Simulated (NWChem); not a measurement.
Species: NO cation

All runs: NWChem. Pople sets run with spherical d functions. All runs use the structure optimised with PBE-D3(BJ)/def2-SVP. B3LYP is NWChem's, with the RPA form of VWN correlation. Vertical excitations in the gas phase; the lowest state need not have the same character in each row.

| level | lowest excitation, singlet (eV) | oscillator strength of that lowest state | orbital gap (eV) |
|---|---|---|---|
| PBE/6-31+G*, full TDDFT | 9.61 | 0.013 | 8.37 |
| B3LYP/6-31+G*, full TDDFT | 9.64 | 0.013 | ___ |
| PBE0/6-31+G*, full TDDFT | 9.70 | 0.014 | 12.05 |
| BHandHLYP/6-31+G*, full TDDFT | 9.48 | 0.000 | 15.75 |

Fill in the missing entries.


- B3LYP/6-31+G*, full TDDFT, orbital gap (eV): 11.32
